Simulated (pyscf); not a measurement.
Four-centre exchange: H₂B–F + ammonia (NH₃) -> H₂B–NH₂ + hydrogen fluoride (HF)

Gas phase, singlet surface, charge 0. Bonds broken: B1–F2, N5–H6. Bonds formed: B1–N5, F2–H6. Structures and frequencies: ωB97X-D3(BJ)/def2-SVP in PySCF. MP2 and CC: frozen core, UHF for open shells. ΔMP2 is the change of the MP2 total energy from the triple- to the quadruple-zeta basis.

Transition state (Å):

```xyz
8

B     -0.2643     0.4404    -0.0434
F      1.2886    -0.4196     0.1017
H     -0.0768     1.4916     0.5212
H     -0.5216     0.3941    -1.2226
N     -0.8513    -0.6732     0.8073
H      0.5238    -0.9494     0.6305
H     -1.5121    -1.3048     0.3631
H     -1.1594    -0.4344     1.7459
```

One imaginary mode, 696i cm⁻¹; descent along it reached the two sides named, in the forms told below.

| bond | change | reactant side (Å) | saddle | product side |
|---|---|---|---|---|
| B1–F2 | breaks | 1.401 | 1.781 | 2.9 |
| N5–H6 | breaks | 1.023 | 1.414 | 1.930 |
| B1–N5 | forms | 1.701 | 1.519 | 1.410 |
| F2–H6 | forms | 2.301 | 1.070 | 0.934 |

Electronic energies relative to the separated reactants (kJ/mol):

| level | barrier | reaction energy | reverse barrier |
|---|---|---|---|
| ωB97X-D3(BJ)/def2-TZVP | 40.4 | +2.0 | 38.4 |
| PBE/def2-TZVP | 19.9 | -3.3 | 23.2 |
| r²SCAN/def2-TZVP | 28.2 | +1.8 | 26.4 |
| B3LYP-D3(BJ)/def2-TZVP | 43.2 | +1.6 | 41.6 |
| PBE0-D3(BJ)/def2-TZVP | 26.1 | -4.5 | 30.7 |
| M06-2X/def2-TZVP | 39.0 | +0.9 | 38.2 |
| ωB97M-D3(BJ)/def2-TZVP | 38.6 | +0.3 | 38.3 |
| HF/def2-TZVP | 112.8 | +17.0 | 95.9 |
| MP2/def2-QZVPP | 40.5 | -5.3 | 45.8 |
| CCSD/def2-TZVPP | 55.9 | +0.3 | 55.6 |
| CCSD(T)/def2-TZVPP | 45.8 | -1.5 | 47.3 |
| CCSD(T)/def2-TZVPP + ΔMP2(QZVPP) | 47.3 | -2.9 | 50.2 |

With CCSD(T)/def2-TZVPP + ΔMP2(QZVPP) energies and thermal terms (ideal gas, 1 atm, RRHO with modes under 100 cm⁻¹ raised to 100, one conformer, R ln 2 for rigid chiral ones), in kJ/mol:

```json
[
 {"T (K)": "298", "ΔH‡": "45.4", "ΔG‡": "90.7", "ΔH": "-2.8", "ΔG": "+1.1"},
 {"T (K)": "600", "ΔH‡": "45.0", "ΔG‡": "137.2", "ΔH": "-0.7", "ΔG": "+4.3"},
 {"T (K)": "900", "ΔH‡": "47.4", "ΔG‡": "182.8", "ΔH": "+1.5", "ΔG": "+6.4"},
 {"T (K)": "1200", "ΔH‡": "50.5", "ΔG‡": "227.4", "ΔH": "+3.2", "ΔG": "+7.7"}
]
```

On the reactant side the descent ends in an adduct with a B–N contact, 91.6 kJ/mol under the separated species and 132.0 kJ/mol under the saddle at ωB97X-D3(BJ)/def2-TZVP. On the product side the descent ends in a complex, 19.6 kJ/mol under the separated species and 58.0 kJ/mol under the saddle at ωB97X-D3(BJ)/def2-TZVP. What is counted as formed (B–N) is already present as a longer contact in the reactant adduct; forming that adduct is a step of its own. This is the saddle that the search found; another between the same sides may lie lower. The CCSD(T) − MP2 part came from Ansatz, without density fitting, on the same reference.
